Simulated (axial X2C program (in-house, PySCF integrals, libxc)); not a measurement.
# A two-component session on PC: properties at the nuclei

Aim: properties at the nuclei of PC, with spin–orbit coupling in the Hamiltonian from the start.

Computed with an in-house X2C program for linear molecules on PySCF integrals. Level: two-component X2C with atomic mean-field terms, P dyall-av3z, C dyall-av3z.

All values are calculated.

### 1 Set-up

The input, task.json:

```json
{"zs": [15, 6], "q": 0, "bas": ["dyall-av3z", "dyall-av3z"], "r0": 1.69, "levels": ["PBE0", "HF", "B3LYP"], "nst": 1, "ff": 1, "thr": -3.5, "nmax": 130, "opt": {"ecut": 60}}
```

Keys: zs atomic numbers; q charge; bas basis sets; r0 starting distance in Å; levels methods (HF also brings MP2); nst determinants followed; ff finite-field run; thr threshold in hartree for freezing inner shells (an s shell follows its p shell); nmax most natural virtual spinors; ecut virtual cutoff in hartree.

Launch:

```
$ python soeom.py task.json out
```

After this run come: Expectation values, lowest determinant; Finite-field coupled cluster.

Before running it: what results should come out? Wanted: lowest determinant; Eeff magnitude; Ws magnitude P; A∥/gI P; qzz P (for each run or level that gives them).

**Answer**, as computed:

```
                       quantity                                    value
             lowest determinant  Ω = 1/2 (excess of +ω over −ω: ω = 1/2)
   Eeff magnitude (GV/cm), PBE0                                   0.0349
     Ws magnitude P (kHz), PBE0                                   0.0124
            A∥/gI P (MHz), PBE0                                     61.3
             qzz P (a.u.), PBE0                                    -0.52
Eeff magnitude (GV/cm), CCSD(T)                                   0.0581
  Ws magnitude P (kHz), CCSD(T)                                   0.0274
         A∥/gI P (MHz), CCSD(T)                                     15.4
          qzz P (a.u.), CCSD(T)                                    -0.49
```

In words: In the first state, the effective field runs from 0.0164 to 0.0349 GV/cm over the mean-field levels, so the levels don't agree on it. The expectation values come from single determinants, which for open shells can mix terms of unlike spin or miss the lowest Ω, so a determinant need not be a state. Eeff is the effective electric field on the electron dipole moment in this Ω state and Ws the scalar–pseudoscalar constant (defined with the proton number Z and per Ω); A∥ is the parallel hyperfine constant, which follows by multiplying with the nuclear g factor gI = μI/(I μN); qzz is the electric field gradient, eQq0 = 234.96 MHz × Q/barn × qzz; μ is positive if C is the positive end. The operators were transformed with the bare-nucleus X2C matrices. Correlation of the inner shells is missing, which matters for properties at the nucleus.
